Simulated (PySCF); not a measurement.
CH, SMILES [CH] (connectivity only; charge and spin as stated), charge +1, multiplicity 1.

Coordinates come from a B3LYP-D3(BJ)/def2-TZVPD optimisation.

Two levels are set side by side: PBE/def2-TZVPD (PySCF) and r2SCAN/def2-TZVPD (PySCF). Same geometry, gas phase. Differences are taken from unrounded values.

| quantity | r2SCAN |
|---|---|
| orbital gap (eV) | 2.96 |
| highest occupied level (eV) | -18.59 |
| lowest empty level (eV) | -15.63 |
| mean polarisability (bohr³) | 7.9 |

Task: What does PBE give, and how far is it from r2SCAN? (An estimate is asked for; the answer gives what the named calculation found.)

Result: 
```json
[
 {"quantity": "orbital gap (eV)", "PBE": "2.15", "PBE minus r2SCAN": "-0.81"},
 {"quantity": "highest occupied level (eV)", "PBE": "-18.27", "PBE minus r2SCAN": "0.31"},
 {"quantity": "lowest empty level (eV)", "PBE": "-16.12", "PBE minus r2SCAN": "-0.49"},
 {"quantity": "mean polarisability (bohr³)", "PBE": "7.9", "PBE minus r2SCAN": "0.0"}
]
```
